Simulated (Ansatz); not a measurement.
Active spaces for C₂H₃O, doublet

Computed with Ansatz's Gaussian-basis code (development build). Basis cc-pVTZ, nonrelativistic, 3 orbitals frozen in the corrections. State-specific CASSCF; RHF is the lowest restricted (open-shell) Hartree–Fock solution met. Solutions may break the symmetry of the shape. Lower solutions, or ones in other orbitals, may exist.

Geometry:

```xyz
6

C     0.0000   -1.1518   -0.2665
C     0.0000    0.0987    0.4178
O     0.0000    1.1897   -0.1695
H     0.0000   -2.0930    0.2753
H     0.0000   -1.1645   -1.3521
H     0.0000    0.0589    1.5250
```

Task: What do CASSCF and its corrections give against RHF in CAS(3,3), and what are the occupations?

Result: CASSCF -1.039 eV, SC-NEVPT2 -14.709 eV; occupations 1.91, 1.00, 0.08.

Task: Roughly how much CPU time does a whole run from the default start take (median of such runs, summed over threads; nearly all runs on one pinned thread of a shared server, mostly Xeon at 2.3 to 2.6 GHz, by a development driver)?

Result: CAS(3,3): about 45 s. Other jobs ran beside these, and the count of passes differs.
